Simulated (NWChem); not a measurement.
# pyrazine (C4H4N2); SMILES n1ccncc1

Computed with NWChem. Pople sets run with spherical d functions. All runs use the structure optimised with PBE0/def2-SVP.

For level B3LYP/6-311++G**:

```
Item                         Result
---------------------------  ------
highest occupied level (eV)   -7.13
```

Question: What are these values for level B3LYP/3-21G?

Answer: The highest occupied level (eV) is -6.46.
